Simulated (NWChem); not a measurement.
System: isobutane (C4H10); SMILES CC(C)C

Input file for NWChem:

```
start job
memory heap 200 mb stack 900 mb global 1100 mb
geometry units angstroms noautoz
  C      0.464538     1.377460    -0.095023
  C      0.000000     0.000000     0.367475
  C      0.960646    -1.091032    -0.095023
  C     -1.425185    -0.286428    -0.095023
  H      1.480257     1.603674     0.266181
  H      0.483350     1.435968    -1.196654
  H     -0.205690     2.172803     0.267624
  H      0.000000     0.000000     1.473591
  H      1.984548    -0.908269     0.267624
  H      1.001909    -1.136577    -1.196654
  H      0.648694    -2.083778     0.266181
  H     -1.778858    -1.264534     0.267624
  H     -2.128952     0.480103     0.266181
  H     -1.485260    -0.299390    -1.196654
end
basis spherical
  * library sto-3g
end
dft
  xc b3lyp
  iterations 150
  mulliken
end
task dft energy
```

The geometry was optimised at PBE0/def2-SVP.

Q: What results follow from this input? (B3LYP/STO-3G.) Quantities: basis functions; energy (Ha); highest occupied level (eV); orbital gap (eV); dipole (D).

A: 
```
Item                           Value
---------------------------  -------
number of basis functions         30
energy (Ha)                  -156.58
highest occupied level (eV)    -7.62
orbital gap (eV)               17.42
dipole (D)                      0.03
```
